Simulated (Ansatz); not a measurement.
# SiH2O (singlet): wave-function methods side by side at distance O2–H4 = 0.851 Å, cc-pVDZ

An exercise on one series of results from a longer session: the logs are not shown, and one member is left open.

The runs use Ansatz 0.2.0, Gaussian basis; cc-pVDZ, core rule «outside noble gas», up to 6 orbitals frozen.

Plan: UHF; CCSD(T) on RHF; CCSD(T) on UHF; BCCD(T) on RHF; CISD; CCSDT(Q) on RHF; CCSDT(Q) on UHF; CCSDTQ on RHF; CASSCF and MRCISD+Q, 2 electrons in 2 orbitals; CASSCF and NEVPT2, 2 electrons in 2 orbitals.

12 further runs of the same task are left out: 12 for a known fault of the program.

### The geometry

The geometry derives from a PBE0/def2-TZVP stationary point (not a proven minimum). One bond is set to the value named and the two fragments are kept rigid.

4 atoms, charge 0, spin multiplicity 1.

Atoms are counted from 1 here; the program's logs count them from 0.

Bond lengths: Si1–O2 1.657 Å, Si1–H3 1.532 Å, O2–H4 0.851 Å. Angles: O2–Si1–H3 94.4°, Si1–O2–H4 114.2°.

Set-up of the first run:

Contents of in.yaml:

```yaml
crystal:
  periodic: [false, false, false]
  atoms:
    - {symbol: Si, position_ang: [0.000000, -0.120566, 0.604817]}
    - {symbol: O, position_ang: [0.000000, 0.160088, -1.028689]}
    - {symbol: H, position_ang: [0.000000, 1.364575, 0.979326]}
    - {symbol: H, position_ang: [0.000000, -0.546243, -1.503344]}
basis:
  gaussian: {orbitals: cc-pVDZ}
magnetization: {spin_polarized: true, initial_magnetization: 0}
hamiltonian: {xc: hf}
output: {orbitals: {seedname: orbitals}}
```

Launch:

```bash
$ ansatz run in.yaml --threads 1 --pin off --events-out ev --progress --plain --max-ram 5120MiB --backend cpu
```

Among the steps run: UHF; CCSD(T) on RHF; CCSD(T) on UHF; BCCD(T) on RHF; CISD; CCSDT(Q) on RHF; CCSDT(Q) on UHF; CCSDTQ on RHF; CASSCF and MRCISD+Q, 2 electrons in 2 orbitals; CASSCF and NEVPT2, 2 electrons in 2 orbitals.

One table of the session follows, with a row left open; its other results are not shown here.

It belongs to the step «Misses and costs». 

| method | from RCCSDTQ (kJ/mol) |
| --- | --- |
| RHF | +794.2 |
| UHF | +793.7 |
| RMP2 | +84.9 |
| CISD | +83.6 |
| RCCSD | +21.5 |
| RCCSD(T) | +3.5 |
| BCCD(T) | +3.2 |
| RCCSDT | +1.8 |
| RCCSDT(Q) | -0.2 |
| RCCSDTQ | 0 |
| CASSCF pair | +744.5 |
| NEVPT2 pair | +84.6 |
| MRCISD pair | ? |
| MRCISD+Q pair | +12.3 |

Q: Estimate the row for MRCISD pair from the others.

As computed: from RCCSDTQ (kJ/mol): +70.7. In the column «from RCCSDTQ (kJ/mol)» it lies between RCCSD (+21.5) and CISD (+83.6).
